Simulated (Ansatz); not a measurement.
Two isomers of C3H4FN: A = `NC=C=CF`, B = `FC1=CCN1`.

Program: Ansatz. Geometries: PBE0-D4/def2-TZVP. ΔE: electronic, gas phase. CCSD(T)/CBS is the MP2 limit (def2-TZVPP, def2-QZVPP) plus CCSD(T) − MP2 in def2-TZVPP, frozen cores. DFT in def2-TZVPP. Each species was taken in one conformer, which may not be the lowest.

Q: Which is lower in electronic energy at CCSD(T)/CBS, and by how much? (Best estimate.)

A: Computed: B, by 10.3 kJ/mol.

Q: Give E(B) − E(A) in kJ/mol with BLYP-D4, HF/def2-TZVPP, CCSD(T)/def2-SVP, PBE0-D4, ωB97M-V, PBE-D4, B2PLYP. (An estimate is asked.)

A: The calculation gave: BLYP-D4 25.4, HF/def2-TZVPP -0.3, CCSD(T)/def2-SVP -17.4, PBE0-D4 -15.1, ωB97M-V -10.1, PBE-D4 -1.7, B2PLYP 3.2. The order is the other way round with BLYP-D4, B2PLYP.

Q: Does the order hold for the free energy at 298.15 K (harmonic terms from PBE0-D4)? (Best estimate.)

A: Ansatz gave: Too close to call: G(B) − G(A) = -1.7 kJ/mol, for one conformer each.

Largest T1 diagnostic: 0.013.

From BLYP to BHLYP (50 % exact exchange), in def2-TZVPP and without D4, E(B) − E(A) moves by −27.3 kJ/mol. In def2-TZVPP, CCSD(T) changes the Hartree–Fock value by −11.6 kJ/mol (the triples alone add +0.5 kJ/mol) and MP2 by −21.3 kJ/mol.
